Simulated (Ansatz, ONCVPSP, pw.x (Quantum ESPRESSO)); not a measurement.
# Equation-of-state test of one ONCV potential (gallium (Ga))

Ga (Z = 31), optimised norm-conserving Vanderbilt (ONCV), made with ONCVPSP 4.0.1.1 (patched build) (LDA (Perdew-Wang 92), scalar-relativistic). Core [Ar] 3d10, reference 4s2 4p0.75 (charge +0.25). Waves: 4s: rc 2.10 bohr, ncon 3, nbas 7, qcut 2.4 1/bohr, 2 projectors, debl 1.6 Ha; 4p: rc 2.75 bohr, ncon 4, nbas 8, qcut 3.4 1/bohr, 2 projectors, debl 1.7 Ha; d scattering state at 0.22 Ha: rc 2.35 bohr, ncon 4, nbas 8, qcut 4.1 1/bohr, 2 projectors, debl 3.8 Ha. Local part: polynomial inside 1.80 bohr (lpopt 5, dvloc0 1 Ha). Core correction: Teter function, fcfact 4.75, rcfact 1.1.

Atomic tests: cutoffs needed: 25 Ha and 42 Ha (the cutoffs (Ha) at which the residual kinetic energy of the hardest occupied pseudo-wave falls to 1 and 0.1 mHa per electron); ghost test: no bound ghost flagged; GHOST(+) flagged for s at 114.3 eV; largest excitation error: -69 meV (all-electron minus pseudo) for 4s0 4p3, out of 4 test configurations.

Crystal test: bcc Ga in pw.x 7.5, no spin, 14³ k-points, Fermi–Dirac smearing 0.01 Ry, cutoffs 100/400 Ry. The reference is all-electron LAPW (Ansatz 0.2.0) with the same functional, mesh and smearing; V0 and B0 come from Birch–Murnaghan fits to the pressures at five volumes. Errors are pseudo minus all-electron; Δ is the rms difference of the E(V) curves that follow from these fits, minima aligned, over ±6 % about the mean V0. Mesh and smearing are coarse, so the numbers serve the comparison and aren't converged zero-temperature values; the lattice is a test structure that the element need not adopt.

| V (Å³/atom) | P all-electron (GPa) | P pseudo (GPa) |
| --- | --- | --- |
| 16.634 | 2.95 | -3.32 |
| 17.072 | 1.03 | -4.76 |
| 17.510 | -0.61 | -5.98 |
| 17.948 | -2.02 | -7.01 |
| 18.386 | -3.23 | -7.86 |

All-electron: a0 = 3.261 Å (V0 = 17.34 Å³/atom), B0 = 64.0 GPa.

Pseudopotential: mean pressure error (GPa): -5.41. The pressure does not cross zero within the volumes sampled, so no fit is given. This is a poor potential for the solid.

Q: At the middle volume, how do free energy and pressure move when the wave cutoff is lowered (ecutrho kept at four times it)?

A:

```
cutoff (Ry)  shift of F (meV/atom)  shift of P (GPa)
         45                  +54.0             -0.16
         60                  +15.9             -0.71
         80                   +4.1             -0.10
```

The run at the middle volume (104 k-points, 6 iterations) took about 33 s on one core of a shared host (Neoverse-N1, 64 threads, 124 GiB, load 54).
